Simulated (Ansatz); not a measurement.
Si₃H₆⁻, relaxed as a doublet with UKS PBE0-D4/def2-TZVPD in Ansatz, starting from the GFN1-xTB geometry. Force threshold 0.02 eV/Å.

Another isomer (doublet) lies 0.66 eV lower at PBE0-D4/def2-TZVPD; other spin states weren't run for this one.

Start:

Cartesian coordinates in Å:
```
Si -0.359 1.546 -0.049
Si -0.295 -0.599 -0.921
Si 0.001 -0.818 1.365
H -0.601 2.688 -0.954
H 1.372 -0.397 1.643
H 0.386 -1.188 -2.085
H 0.147 -2.160 1.963
H 1.020 1.915 0.266
H -1.672 -0.987 -1.226
```

Problem. Estimate the energy that the relaxation releases and the steps that it takes.

Solution. 5.7 kcal/mol, in 9 steps; 29 s on 4 threads of Arm Neoverse V1 on a shared host. No frequencies were taken in this run, so the end may be a saddle point.

Problem. Does the start keep its bonding and symmetry?

Solution. By distances, no bond broke or formed. The bond that changes most is Si3–H5, from 1.46 to 1.51 Å (atoms count from 1). Point group Cs at the start, Cs at the end, both within 0.05 Å.

Problem. Predict the relaxed structure.

Solution. 
```csv
atom,x (Å),y (Å),z (Å)
Si1,-0.364,1.663,-0.115
Si2,-0.324,-0.542,-0.821
Si3,0.033,-0.923,1.436
H4,-0.681,2.695,-1.187
H5,1.439,-0.445,1.700
H6,0.471,-1.115,-1.979
H7,0.101,-2.383,1.858
H8,1.065,1.993,0.238
H9,-1.738,-0.943,-1.129
```
Bond lengths: 2 × Si–Si 2.32 Å; 6 × H–Si 1.50 to 1.52 Å.
